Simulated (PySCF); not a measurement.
Dipole moment and polarisability of allyl methyl ether

Species: allyl methyl ether, C₄H₈O.
Atom-mapped SMILES: `[CH2:1]=[CH:2][CH2:3][O:4][CH3:5]` (hydrogens: H6, H7 on C1; H8 on C2; H9, H10 on C3; H11, H12, H13 on C5)

Geometry (PBE0-D3(BJ)/def2-SVP, Å), atoms numbered from 1 in this order:
```
atom  x, y, z in Å
C1     1.7248    1.7919   -0.3977
C2     0.8432    1.0267    0.2440
C3     0.2504   -0.2290   -0.3031
O4    -1.1357   -0.2087   -0.1204
C5    -1.7627   -1.3721   -0.5552
H6     2.1536    2.6834    0.0671
H7     2.0553    1.5538   -1.4142
H8     0.5155    1.2905    1.2565
H9     0.6904   -1.1042    0.2271
H10    0.5148   -0.3467   -1.3750
H11   -2.8399   -1.2702   -0.3623
H12   -1.3930   -2.2700   -0.0191
H13   -1.6164   -1.5452   -1.6407
```

Level: CAM-B3LYP/def2-SVPD (PySCF), static field, nuclei fixed, core orbitals frozen in the response. The polarisability tensor in these axes (au):

```
x   60.51 13.47 -3.15
y   13.47 59.94 -0.71
z   -3.15 -0.71 50.64
```

Task: Give the principal values, the mean and the anisotropy Δα = √{½[(α1 − α2)² + (α2 − α3)² + (α1 − α3)²]}.

Result: Principal values 46.09, 50.98 and 74.02 au; mean 57.03 au = 8.45 Å³ = 9.40 × 10⁻⁴⁰ C²·m²/J; Δα = 25.83 au (45 % of the mean).

Task: What is the dipole moment, and where does it point?

Result: (0.52, -1.08, -0.45) D, 1.28 D in size, pointing from the negative to the positive side. Measured along this direction, the outermost atoms are H6 and H8 at the negative end and H12 at the positive end.

Task: What would n − 1 = 2πNα be for an ideal gas of these molecules at 350 K and 1 atm, electronic part alone?

Result: N = p/kT = 2.0968 × 10¹⁹ cm⁻³, so n − 1 = 2π × N × 8.45 × 10⁻²⁴ cm³ = 1113 × 10⁻⁶ at long wavelengths, for an ideal gas.

Task: Along which axes do the principal values lie, and how far do the nuclei extend along each?

Result: Largest value along (0.71, 0.69, -0.12), where the nuclei span 6.24 Å; middle along (-0.18, 0.34, 0.92), 3.26 Å; least along (0.68, -0.64, 0.37), 2.50 Å. The response follows the extents in order.

Task: Molar refractivity from α?

Result: Lorentz–Lorenz: R = (4π/3)N_A α = 2.5225 cm³/(mol·Å³) × 8.45 Å³ = 21.3 cm³/mol, in the limit of long wavelengths.

The structure is a single PBE0-D3(BJ)/def2-SVP conformer in the gas phase; no vibrational or solvent corrections.

The run behind these numbers computed excited states and ΔSCF ions as well. On an x86-64 server with one thread, shared host, this took 74 s wall.
